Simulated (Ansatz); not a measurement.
A short molecular-dynamics run on FNO (`O=NF`).

```yaml
crystal:
  periodic: [false, false, false]
  atoms:
    - {symbol: O, position_ang: [0.868348, 0.242983, 0.504737]}
    - {symbol: N, position_ang: [0.148935, -0.482541, 0.029911]}
    - {symbol: F, position_ang: [-1.017293, 0.239567, -0.534657]}
basis:
  gaussian: {orbitals: def2-SVP}
hamiltonian: {xc: {name: PBE}}
md: {timestep: 0.5 fs, n_steps: 50, ensemble: nvt_langevin, temperature: 300, initial_velocities: maxwell_boltzmann, friction: 0.01, seed: 508}
```

```sh
$ ansatz run in.yaml --threads 2 --pin off --events-out ev --progress --plain --max-ram 32768MiB --backend cpu
```

| step | time (fs) | potential energy (eV) | kinetic (eV) | T (K) | conserved (eV) |
| --- | --- | --- | --- | --- | --- |
| 0 | 0.0 | -6240.1468 | 0.0776 | 200 | – |
| 1 | 0.5 | -6240.1478 | 0.0805 | 207 | – |
| 2 | 1.0 | -6240.1517 | 0.0810 | 209 | – |
| 3 | 1.5 | -6240.1571 | 0.0691 | 178 | – |
| 4 | 2.0 | -6240.1638 | 0.0838 | 216 | – |
| 5 | 2.5 | -6240.1708 | 0.0832 | 215 | – |
| 6 | 3.0 | -6240.1772 | 0.0844 | 218 | – |
| 7 | 3.5 | -6240.1824 | 0.0819 | 211 | – |
| 8 | 4.0 | -6240.1863 | 0.1070 | 276 | – |
| 9 | 4.5 | -6240.1883 | 0.1057 | 273 | – |
| 10 | 5.0 | -6240.1883 | 0.1114 | 287 | – |
| 11 | 5.5 | -6240.1862 | 0.1126 | 290 | – |
| 12 | 6.0 | -6240.1823 | 0.1106 | 285 | – |
| 13 | 6.5 | -6240.1773 | 0.1162 | 300 | – |
| 14 | 7.0 | -6240.1714 | 0.1181 | 305 | – |
| 15 | 7.5 | -6240.1654 | 0.1115 | 287 | – |
| 16 | 8.0 | -6240.1592 | 0.1184 | 305 | – |
| 17 | 8.5 | -6240.1526 | 0.1285 | 331 | – |
| 18 | 9.0 | -6240.1472 | 0.1171 | 302 | – |
| 19 | 9.5 | -6240.1439 | 0.1125 | 290 | – |
| 20 | 10.0 | -6240.1430 | 0.1092 | 282 | – |
| 21 | 10.5 | -6240.1453 | 0.0995 | 257 | – |
| 22 | 11.0 | -6240.1498 | 0.1047 | 270 | – |
| 23 | 11.5 | -6240.1555 | 0.1068 | 275 | – |
| 24 | 12.0 | -6240.1612 | 0.1127 | 291 | – |
| 25 | 12.5 | -6240.1662 | 0.1232 | 318 | – |
| 26 | 13.0 | -6240.1697 | 0.1275 | 329 | – |
| 27 | 13.5 | -6240.1709 | 0.1220 | 315 | – |
| 28 | 14.0 | -6240.1694 | 0.1148 | 296 | – |
| 29 | 14.5 | -6240.1649 | 0.1018 | 262 | – |
| 30 | 15.0 | -6240.1575 | 0.0962 | 248 | – |
| 31 | 15.5 | -6240.1476 | 0.0845 | 218 | – |
| 32 | 16.0 | -6240.1366 | 0.0787 | 203 | – |
| 33 | 16.5 | -6240.1267 | 0.0619 | 160 | – |
| 34 | 17.0 | -6240.1190 | 0.0489 | 126 | – |
| 35 | 17.5 | -6240.1140 | 0.0385 | 99 | – |
| 36 | 18.0 | -6240.1125 | 0.0376 | 97 | – |
| 37 | 18.5 | -6240.1146 | 0.0475 | 123 | – |
| 38 | 19.0 | -6240.1199 | 0.0507 | 131 | – |
| 39 | 19.5 | -6240.1270 | 0.0657 | 169 | – |
| 40 | 20.0 | -6240.1340 | 0.0680 | 175 | – |
| 41 | 20.5 | -6240.1392 | 0.0653 | 168 | – |
| 42 | 21.0 | -6240.1419 | 0.0749 | 193 | – |
| 43 | 21.5 | -6240.1418 | 0.0761 | 196 | – |
| 44 | 22.0 | -6240.1387 | 0.0732 | 189 | – |
| 45 | 22.5 | -6240.1333 | 0.0589 | 152 | – |
| 46 | 23.0 | -6240.1262 | 0.0519 | 134 | – |
| 47 | 23.5 | -6240.1172 | 0.0569 | 147 | – |
| 48 | 24.0 | -6240.1067 | 0.0465 | 120 | – |
| 49 | 24.5 | -6240.0961 | 0.0396 | 102 | – |
| 50 | 25.0 | -6240.0873 | 0.0211 | 55 | – |

Velocities are drawn at the set temperature; a run this short doesn't reach equilibrium.

Frames (Å, forces in eV/Å):

```xyz
3
time=0.0 fs
O     0.868    0.243    0.505    1.956    1.707    1.262
N     0.149   -0.483    0.030   -1.274   -1.965   -0.914
F    -1.017    0.240   -0.535   -0.682    0.258   -0.348
3
time=0.5 fs
O     0.871    0.240    0.505    1.938    1.723    1.255
N     0.149   -0.482    0.029   -1.284   -1.993   -0.925
F    -1.019    0.241   -0.533   -0.654    0.271   -0.330
3
time=1.0 fs
O     0.873    0.238    0.505    1.842    1.660    1.197
N     0.149   -0.482    0.027   -1.225   -1.936   -0.890
F    -1.021    0.243   -0.532   -0.617    0.276   -0.307
3
time=1.5 fs
O     0.875    0.236    0.506    1.690    1.542    1.102
N     0.148   -0.482    0.026   -1.118   -1.818   -0.821
F    -1.024    0.244   -0.531   -0.573    0.276   -0.281
3
time=2.0 fs
O     0.878    0.234    0.507    1.482    1.367    0.970
N     0.148   -0.482    0.024   -0.957   -1.638   -0.716
F    -1.026    0.246   -0.531   -0.525    0.271   -0.254
3
time=2.5 fs
O     0.881    0.232    0.509    1.224    1.145    0.805
N     0.147   -0.483    0.022   -0.749   -1.411   -0.579
F    -1.028    0.247   -0.530   -0.475    0.266   -0.227
3
time=3.0 fs
O     0.884    0.231    0.510    0.941    0.903    0.624
N     0.146   -0.484    0.021   -0.520   -1.160   -0.426
F    -1.030    0.249   -0.530   -0.422    0.257   -0.198
3
time=3.5 fs
O     0.887    0.229    0.512    0.649    0.651    0.434
N     0.145   -0.485    0.019   -0.283   -0.896   -0.266
F    -1.031    0.251   -0.530   -0.365    0.245   -0.168
3
time=4.0 fs
O     0.891    0.228    0.513    0.338    0.383    0.232
N     0.144   -0.486    0.017   -0.036   -0.610   -0.097
F    -1.033    0.252   -0.529   -0.302    0.227   -0.136
3
time=4.5 fs
O     0.895    0.226    0.515    0.020    0.108    0.025
N     0.144   -0.487    0.016    0.214   -0.312    0.076
F    -1.035    0.254   -0.529   -0.233    0.204   -0.101
3
time=5.0 fs
O     0.899    0.225    0.517   -0.287   -0.152   -0.176
N     0.143   -0.489    0.015    0.450   -0.026    0.241
F    -1.037    0.255   -0.529   -0.163    0.179   -0.065
3
time=5.5 fs
O     0.903    0.223    0.519   -0.587   -0.401   -0.371
N     0.143   -0.490    0.013    0.682    0.245    0.402
F    -1.039    0.257   -0.529   -0.094    0.156   -0.030
3
time=6.0 fs
O     0.907    0.222    0.521   -0.861   -0.614   -0.549
N     0.143   -0.491    0.011    0.893    0.472    0.547
F    -1.041    0.258   -0.530   -0.032    0.142    0.002
3
time=6.5 fs
O     0.911    0.220    0.523   -1.104   -0.794   -0.708
N     0.143   -0.492    0.009    1.077    0.664    0.675
F    -1.043    0.260   -0.530    0.028    0.131    0.033
3
time=7.0 fs
O     0.914    0.217    0.524   -1.326   -0.958   -0.854
N     0.143   -0.493    0.006    1.240    0.842    0.791
F    -1.044    0.261   -0.531    0.086    0.116    0.063
3
time=7.5 fs
O     0.918    0.215    0.526   -1.517   -1.096   -0.981
N     0.144   -0.494    0.004    1.373    0.997    0.889
F    -1.046    0.263   -0.531    0.143    0.099    0.092
3
time=8.0 fs
O     0.921    0.212    0.528   -1.686   -1.215   -1.095
N     0.145   -0.494    0.002    1.487    1.134    0.975
F    -1.048    0.265   -0.532    0.200    0.081    0.120
3
time=8.5 fs
O     0.925    0.209    0.530   -1.846   -1.323   -1.204
N     0.146   -0.496   -0.001    1.591    1.259    1.056
F    -1.050    0.266   -0.533    0.255    0.064    0.148
3
time=9.0 fs
O     0.928    0.206    0.531   -1.962   -1.392   -1.285
N     0.148   -0.496   -0.003    1.656    1.343    1.111
F    -1.052    0.268   -0.533    0.306    0.049    0.174
3
time=9.5 fs
O     0.930    0.203    0.533   -2.029   -1.411   -1.332
N     0.149   -0.497   -0.005    1.679    1.370    1.135
F    -1.054    0.269   -0.534    0.350    0.041    0.197
3
time=10.0 fs
O     0.932    0.199    0.535   -2.042   -1.383   -1.342
N     0.151   -0.498   -0.006    1.659    1.343    1.127
F    -1.055    0.270   -0.535    0.383    0.040    0.215
3
time=10.5 fs
O     0.934    0.195    0.536   -1.984   -1.297   -1.304
N     0.154   -0.498   -0.008    1.575    1.257    1.074
F    -1.056    0.271   -0.535    0.409    0.039    0.230
3
time=11.0 fs
O     0.935    0.190    0.537   -1.871   -1.163   -1.225
N     0.156   -0.498   -0.009    1.441    1.120    0.983
F    -1.058    0.272   -0.536    0.430    0.042    0.242
3
time=11.5 fs
O     0.936    0.186    0.538   -1.706   -0.982   -1.108
N     0.159   -0.497   -0.009    1.263    0.930    0.857
F    -1.059    0.273   -0.537    0.443    0.051    0.251
3
time=12.0 fs
O     0.937    0.181    0.538   -1.496   -0.763   -0.958
N     0.162   -0.497   -0.010    1.046    0.700    0.700
F    -1.059    0.275   -0.537    0.450    0.063    0.258
3
time=12.5 fs
O     0.937    0.177    0.538   -1.249   -0.517   -0.780
N     0.166   -0.496   -0.010    0.792    0.444    0.517
F    -1.060    0.276   -0.538    0.456    0.073    0.264
3
time=13.0 fs
O     0.938    0.172    0.538   -0.959   -0.239   -0.571
N     0.170   -0.496   -0.010    0.497    0.158    0.303
F    -1.060    0.277   -0.538    0.461    0.081    0.269
3
time=13.5 fs
O     0.938    0.167    0.538   -0.636    0.064   -0.337
N     0.173   -0.495   -0.010    0.171   -0.154    0.065
F    -1.061    0.279   -0.539    0.465    0.090    0.273
3
time=14.0 fs
O     0.938    0.163    0.537   -0.291    0.382   -0.086
N     0.177   -0.495   -0.009   -0.176   -0.480   -0.190
F    -1.061    0.280   -0.540    0.467    0.098    0.276
3
time=14.5 fs
O     0.938    0.159    0.536    0.073    0.714    0.180
N     0.180   -0.494   -0.009   -0.539   -0.821   -0.458
F    -1.062    0.281   -0.541    0.467    0.106    0.278
3
time=15.0 fs
O     0.938    0.155    0.536    0.450    1.053    0.455
N     0.184   -0.494   -0.008   -0.916   -1.167   -0.735
F    -1.062    0.282   -0.542    0.467    0.113    0.280
3
time=15.5 fs
O     0.938    0.151    0.535    0.811    1.376    0.719
N     0.187   -0.494   -0.007   -1.279   -1.495   -1.001
F    -1.063    0.283   -0.543    0.469    0.119    0.282
3
time=16.0 fs
O     0.938    0.147    0.535    1.132    1.663    0.955
N     0.189   -0.493   -0.006   -1.605   -1.784   -1.241
F    -1.064    0.284   -0.544    0.474    0.122    0.286
3
time=16.5 fs
O     0.939    0.143    0.534    1.375    1.878    1.136
N     0.191   -0.494   -0.006   -1.858   -1.998   -1.427
F    -1.064    0.286   -0.545    0.483    0.120    0.291
3
time=17.0 fs
O     0.939    0.140    0.534    1.533    2.018    1.255
N     0.193   -0.494   -0.007   -2.028   -2.135   -1.553
F    -1.065    0.287   -0.547    0.495    0.117    0.298
3
time=17.5 fs
O     0.940    0.137    0.534    1.611    2.090    1.315
N     0.194   -0.495   -0.007   -2.122   -2.202   -1.621
F    -1.066    0.288   -0.548    0.511    0.112    0.306
3
time=18.0 fs
O     0.941    0.135    0.535    1.596    2.080    1.307
N     0.194   -0.496   -0.007   -2.126   -2.184   -1.623
F    -1.066    0.289   -0.549    0.530    0.104    0.315
3
time=18.5 fs
O     0.943    0.133    0.536    1.484    1.983    1.227
N     0.195   -0.498   -0.008   -2.040   -2.071   -1.555
F    -1.067    0.290   -0.550    0.557    0.088    0.327
3
time=19.0 fs
O     0.945    0.131    0.537    1.274    1.800    1.075
N     0.195   -0.500   -0.008   -1.864   -1.865   -1.416
F    -1.067    0.290   -0.550    0.590    0.064    0.341
3
time=19.5 fs
O     0.947    0.129    0.539    0.978    1.543    0.858
N     0.194   -0.502   -0.009   -1.605   -1.580   -1.215
F    -1.068    0.291   -0.551    0.627    0.037    0.357
3
time=20.0 fs
O     0.949    0.129    0.541    0.624    1.234    0.598
N     0.194   -0.505   -0.009   -1.293   -1.238   -0.972
F    -1.068    0.291   -0.552    0.669    0.004    0.374
3
time=20.5 fs
O     0.952    0.128    0.543    0.258    0.913    0.328
N     0.193   -0.508   -0.010   -0.968   -0.881   -0.719
F    -1.069    0.292   -0.553    0.710   -0.031    0.390
3
time=21.0 fs
O     0.955    0.128    0.545   -0.114    0.588    0.055
N     0.192   -0.511   -0.011   -0.638   -0.522   -0.462
F    -1.069    0.293   -0.554    0.752   -0.066    0.407
3
time=21.5 fs
O     0.958    0.127    0.547   -0.490    0.258   -0.222
N     0.191   -0.514   -0.012   -0.304   -0.154   -0.202
F    -1.069    0.294   -0.555    0.794   -0.103    0.424
3
time=22.0 fs
O     0.960    0.127    0.549   -0.850   -0.062   -0.489
N     0.190   -0.517   -0.012    0.015    0.204    0.049
F    -1.070    0.295   -0.555    0.835   -0.142    0.440
3
time=22.5 fs
O     0.963    0.127    0.551   -1.169   -0.346   -0.725
N     0.189   -0.519   -0.013    0.297    0.523    0.271
F    -1.070    0.296   -0.556    0.872   -0.178    0.454
3
time=23.0 fs
O     0.965    0.126    0.552   -1.450   -0.593   -0.932
N     0.189   -0.522   -0.013    0.544    0.803    0.465
F    -1.070    0.297   -0.556    0.906   -0.209    0.467
3
time=23.5 fs
O     0.968    0.126    0.554   -1.718   -0.830   -1.130
N     0.188   -0.525   -0.013    0.779    1.071    0.650
F    -1.070    0.298   -0.556    0.939   -0.241    0.480
3
time=24.0 fs
O     0.971    0.126    0.556   -1.969   -1.050   -1.315
N     0.188   -0.527   -0.014    0.998    1.319    0.823
F    -1.070    0.299   -0.557    0.971   -0.269    0.492
3
time=24.5 fs
O     0.973    0.125    0.557   -2.187   -1.239   -1.476
N     0.188   -0.529   -0.014    1.189    1.532    0.973
F    -1.070    0.300   -0.557    0.998   -0.293    0.503
3
time=25.0 fs
O     0.975    0.125    0.559   -2.347   -1.381   -1.595
N     0.187   -0.531   -0.015    1.331    1.694    1.085
F    -1.069    0.300   -0.557    1.017   -0.313    0.510
```

Hardware: 2 threads of an AMD EPYC 7R13 on a shared host. Wall time 19 s, peak host memory 0.2 GiB.
